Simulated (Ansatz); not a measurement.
O (R-3m, No. 166, 2 atoms in the cell; start mp-610917), treated with PBEsol in Ansatz (plane waves, PAW).

Numerical settings: plane-wave cutoff 500 eV, 14×14×14 k mesh, Fermi–Dirac smearing 0.05 eV, spin-polarised start, scalar-relativistic PAW data made under PBE.

Cell (relaxed at this level):

```cif
data_O6
_chemical_formula_sum 'O6'
_space_group_name_H-M_alt 'R-3m :H'
_space_group_IT_number 166
_space_group_name_Hall '-R 3 2"'
_cell_length_a 3.85247
_cell_length_b 3.85247
_cell_length_c 12.32051
_cell_angle_alpha 90.000
_cell_angle_beta 90.000
_cell_angle_gamma 120.000
loop_
_atom_site_label
_atom_site_type_symbol
_atom_site_symmetry_multiplicity
_atom_site_Wyckoff_symbol
_atom_site_fract_x
_atom_site_fract_y
_atom_site_fract_z
_atom_site_occupancy
O1 O 6 c 0.00000 0.00000 0.04912 1
```
(The calculation used a cell of 2 atoms; values per cell refer to that cell.)

Predict the band gap.


- band gap = 1.79 eV (on the SCF k mesh)

Note: the magnetic order was assumed, not searched for or taken from measurement; the relaxation could not lower the start's symmetry, so the cell can be a saddle point above a distorted one.

A start named mp-… is a Materials Project structure, which need not be a measured phase.

Ansatz is a program for electronic structure.
